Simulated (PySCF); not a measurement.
# Dipole moment and polarisability of `O=S(=O)(F)F`

Species: F2O2S.
Cartesian coordinates in Å at the GFN2-xTB level; atoms count from 1:
```xyz
5
F2O2S angstrom
O     -0.2383   -1.1049   -0.9766
S     -0.0639   -0.1609    0.0428
O     -0.3608   -0.3767    1.3940
F     -0.7443    1.2117   -0.4131
F      1.4159    0.4336   -0.0642
```

Level: wB97X-D/def2-SVPD (PySCF), static field, nuclei fixed, core orbitals frozen in the response. The polarisability tensor in these axes (au):

```
x   26.95  0.58 -0.38
y    0.58 28.60  0.67
z   -0.38  0.67 30.45
```

Q: Give the principal values, the mean and the anisotropy Δα = √{½[(α1 − α2)² + (α2 − α3)² + (α1 − α3)²]}.

A: Principal values 26.68, 28.64 and 30.68 au; mean 28.67 au = 4.25 Å³ = 4.73 × 10⁻⁴⁰ C²·m²/J; Δα = 3.47 au (12 % of the mean).

Q: What is the dipole moment, and where does it point?

A: (0.21, 0.51, -0.15) D, 0.57 D in size, pointing from the negative to the positive side. Measured along this direction, the outermost atoms are O1 and O3 at the negative end and F4 and F5 at the positive end.

Q: Give the principal axes and the span of the nuclei along them.

A: Largest value along (-0.05, 0.29, 0.95), where the nuclei span 2.48 Å; middle along (0.36, 0.90, -0.26), 1.75 Å; least along (0.93, -0.33, 0.15), 2.32 Å. The strongest response lies along the longest span, while the other two are in reverse order.

Q: Find the Langevin capture rate constant for H3+ (3.023 u) meeting this molecule (101.959 u), k = 2.342 × 10⁻⁹ cm³/s × √(α in Å³ / reduced mass in u).

A: The reduced mass is 2.94 u, so k = 2.82 × 10⁻⁹ cm³/s. The formula leaves out the permanent dipole, which adds to the capture rate.

Q: What depolarisation ratio follows for Rayleigh scattering of linearly polarised light, taking the static tensor?

A: ρ = 3Δα²/(45ᾱ² + 4Δα²) = 36.1/(36981 + 48.1) ≈ 0.000974.

Q: Give the eigenvalues of the traceless quadrupole moment Θ = ½Σq(3rr − r²1), origin at the centre of nuclear charge.

A: -2.80, 0.18, 2.62 D·Å. The values depend on the origin, since the dipole doesn't vanish. The electronic extent ⟨r²⟩ about the same centre is 346 bohr², a root-mean-square distance of 1.39 Å for the 50 electrons.

Q: Molar refractivity from α?

A: Lorentz–Lorenz: R = (4π/3)N_A α = 2.5225 cm³/(mol·Å³) × 4.25 Å³ = 10.7 cm³/mol, in the limit of long wavelengths.

Isolated species at its GFN2-xTB geometry, gas phase.

These values come from a run that also computed excited states. Hardware: an x86-64 server with one thread, no GPU, on a shared host. Cost: 7.8 s of wall time.
